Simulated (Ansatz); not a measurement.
Geometry optimisation, Ansatz 0.2.0, RKS LDA/def2-SVP.

input.yaml

```yaml
crystal:
  periodic: [false, false, false]
  atoms:
    - { symbol: "N", position_ang: [-0.6917, 0.4615, -0.6162] }
    - { symbol: Si, position_ang: [0.5305, -0.0339, 0.3525] }
    - { symbol: F, position_ang: [0.1918, -1.5766, 0.5992] }
    - { symbol: H, position_ang: [-0.31247, 0.78069, -1.48192] }
    - { symbol: H, position_ang: [-1.18844, 1.26007, -0.18208] }
    - { symbol: H, position_ang: [0.492, 0.7385, 1.6215] }
    - { symbol: H, position_ang: [1.8228, 0.1246, -0.3948] }
basis:
  gaussian: { orbitals: def2-SVP }
hamiltonian:
  xc: lda
relax:
  f_tol: 0.015
  max_steps: 40
```

Command:

```bash
$ ansatz run input.yaml --threads 1 --pin off --max-ram 2048MiB --backend cpu --events-out ev --progress --plain --runs-dir out
```

Question: Where does it end, and by what steps?

Answer: The run converged. After 7 steps the energy has fallen by 0.471 eV; N1 moved furthest, 0.41 Å.

| step | energy less start (eV) | largest force component (eV/Å) | accepted |
| --- | --- | --- | --- |
| 0 | 0.0000 | 2.264 | yes |
| 1 | -0.2743 | 1.130 | yes |
| 2 | -0.3708 | 0.493 | yes |
| 3 | -0.4425 | 0.388 | yes |
| 4 | -0.4602 | 0.303 | yes |
| 5 | -0.4700 | 0.058 | yes |
| 6 | -0.4712 | 0.048 | yes |
| 7 | -0.4713 | 0.005 | yes |

```xyz
7
Properties=species:S:1:pos:R:3
N -0.515 0.830 -0.619
Si 0.586 -0.007 0.375
F 0.214 -1.573 0.625
H -0.517 0.713 -1.636
H -1.421 1.149 -0.266
H 0.577 0.644 1.725
H 1.922 -0.001 -0.306
```

Run time: 10 s on 1 thread of Arm Neoverse V1, with other jobs on the host, peak memory 0.12 GiB.
